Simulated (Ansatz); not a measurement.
# CH₄Mg: ionisation energy by level of theory

One table from this session's results is given with a row withheld; the runs are named, their logs left out.

The runs use Ansatz 0.2.0, Gaussian basis; unrestricted cation, the program's frozen cores in correlated methods.

Levels to be run: UKS PBE-D4/def2-TZVPP; UKS r2SCAN-D4/def2-TZVPP; UKS PBE0-D4/def2-TZVPP; UKS B3LYP-D4/def2-TZVPP; UKS wB97X-V/def2-TZVPP; UKS wB97M-V/def2-TZVPP; UKS B2PLYP/def2-TZVPP; UHF-CCSD(T)/def2-TZVPP; UHF-MP2/def2-QZVPP; extrapolation to the limit; then −ε(HOMO) from the neutral's earlier runs with LDA (SPW92), PBE-D4, revPBE-D4, BLYP-D4, r2SCAN-D4, B97M-V, PBE0-D4, B3LYP-D4, r2SCANh-D4, r2SCAN0-D4, HSE06-D4, BHLYP-D4, CAM-B3LYP-D4, LC-ωPBE, ωB97X-V, ωB97M-V.

**The relaxed structure**

The geometry comes from an earlier relaxation with PBE0-D4 in a triple-zeta def2 set; it is a stationary point.

SMILES `[CH3][MgH]`, 6 atoms, charge 0, spin multiplicity 1.

Atoms are counted from 1 here; the program's logs count them from 0.

Bond lengths: C1–Mg2 2.083 Å, C1–H3 1.095 Å, C1–H4 1.095 Å, C1–H5 1.095 Å, Mg2–H6 1.710 Å. Angles: Mg2–C1–H3 111.9°, Mg2–C1–H4 111.9°, Mg2–C1–H5 111.9°, H3–C1–H4 106.9°, H3–C1–H5 106.9°, H4–C1–H5 106.9°, C1–Mg2–H6 180.0°.

The first run:

File in.yaml:

```yaml
crystal:
  periodic: [false, false, false]
  atoms:
    - {symbol: C, position_ang: [-0.170528, -0.507495, -0.575402]}
    - {symbol: Mg, position_ang: [0.306674, 0.827573, 0.950399]}
    - {symbol: H, position_ang: [-0.684057, -0.011680, -1.405917]}
    - {symbol: H, position_ang: [-0.829680, -1.308977, -0.225496]}
    - {symbol: H, position_ang: [0.721400, -0.986981, -0.992344]}
    - {symbol: H, position_ang: [0.698191, 1.923659, 2.202559]}
basis:
  gaussian: {orbitals: def2-TZVPP}
total_charge: 1
magnetization: {spin_polarized: true, initial_magnetization: 1}
hamiltonian: {xc: pbe, dispersion: d4}
```

Started as:

```bash
ansatz run in.yaml --threads 4 --pin off --events-out ev --progress --plain --max-ram 10444MiB
```

Steps of the session up to this table: Cation, UKS PBE-D4/def2-TZVPP; Cation, UKS r2SCAN-D4/def2-TZVPP; Cation, UKS PBE0-D4/def2-TZVPP; Cation, UKS B3LYP-D4/def2-TZVPP; Cation, UKS wB97X-V/def2-TZVPP; Cation, UKS wB97M-V/def2-TZVPP; Cation, UKS B2PLYP (frozen core)/def2-TZVPP; Cation, UHF-CCSD(T)/def2-TZVPP; Cation, UHF-MP2/def2-QZVPP.

One of the session's tables, all rows but one given; the rest of the session is left out.

It belongs to the step «Ionisation energies side by side». Orbital estimates, from the neutral's runs:

| functional | −ε(HOMO) (eV) |
| --- | --- |
| LDA (SPW92) | 5.73 |
| PBE-D4 | 5.62 |
| revPBE-D4 | 5.56 |
| BLYP-D4 | 5.51 |
| r2SCAN-D4 | 5.84 |
| B97M-V | 5.93 |
| PBE0-D4 | 6.78 |
| B3LYP-D4 | 6.59 |
| r2SCANh-D4 | 6.28 |
| r2SCAN0-D4 | 6.94 |
| HSE06-D4 | 6.38 |
| BHLYP-D4 | 7.88 |
| CAM-B3LYP-D4 | ? |
| LC-ωPBE | 9.51 |
| ωB97X-V | 9.14 |
| ωB97M-V | 8.97 |

Q: Estimate the row for CAM-B3LYP-D4 from the others.

**Answer.** −ε(HOMO) (eV): 8.15. In the column «−ε(HOMO) (eV)» it lies between BHLYP-D4 (7.88) and ωB97M-V (8.97).

To keep in mind: The cation may have settled in a state other than its lowest; no search over hole states beyond the program's own was made.
